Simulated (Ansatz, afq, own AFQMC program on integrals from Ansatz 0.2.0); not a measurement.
# GeH2O, singlet in cc-pVDZ, levels against CCSDT(Q)

```xyz
4

Ge    0.0000    0.0000    0.2692
O     0.0000    0.0000   -1.3631
H     0.0000    1.2866    1.1183
H     0.0000   -1.2866    1.1183
```

Connectivity, by distances: GeH2–O.

Basis cc-pVDZ. Noble-gas cores (and the filled d shells of Ga–Kr and In–Xe) are frozen. Integrals, coupled cluster, full CI and functionals: Ansatz 0.2.0; the random walks run on the same integrals in our own AFQMC program. ph-AFQMC/CISD is guided by a CISD state made of CCSD amplitudes; releasing the constraint for a short imaginary time cuts its bias at the price of noise, slowly where states lie close. Free projection: walkers drawn from exp(T), propagated without any constraint. Its projection time is finite, and what remains of the start isn't in its error. Error bars are statistical, one sigma. No spin–orbit coupling.

Determinant: UHF, the one that the program's search chose, which needn't be the lowest solution. The geometry is a point of a scan.

No full CI on the walks' own integrals is used here; CCSDT(Q) serves as the reference and is uncertain by about the last step of the cluster series.

Cautions: no relativity below Rb; no spin-orbit coupling; inner d shell frozen; higher spins were not checked; an unrestricted solution with more broken spin lies lower (8 meV, ⟨S²⟩ 0.22), while this determinant keeps restricted orbitals; raised T1 diagnostic (T1 0.031, weight of the determinant 0.87, largest double 0.11).

```
T1 diagnostic                               : 0.0306
weight of the determinant in the CISD state : 0.866
⟨S²⟩ of the determinant                     : 0.000
size of the correlated space                : 12 electrons in 36 orbitals
```

Reference: CCSDT(Q), correlation energy -8.764 eV. The released energy is read at 2.40 1/Eh (meV from the phaseless value at times in 1/Eh: 11 ± 22 at 0.24, -36 ± 24 at 0.51, -37 ± 20 at 0.99, -32 ± 26 at 1.62, -47 ± 36 at 2.40).

```csv
level,E − E(reference) (kJ/mol),share of correlation (%)
HF,845.6,0.00
MP2,64.3,92.39
CCSD,36.9,95.64
CCSD(T),6.5,99.24
CCSDT,4.5,99.47
ph-AFQMC/CISD,4.1 ± 2.6,99.51
released AFQMC,-0.4 ± 3.4,100.05
free AFQMC,0.9 ± 3.1,99.89
```

Free projections are given only where their last times agree within the noise and don't stop above the reference; a slow remainder of the start can still hide under it. A walk keeps the symmetry of its determinant, which the program's search chose and which needn't be the lowest solution, so a lower state of the same spin and another symmetry isn't excluded. Released energies are given only where the last usable release times agree within the noise; a slower fall can still hide under it.
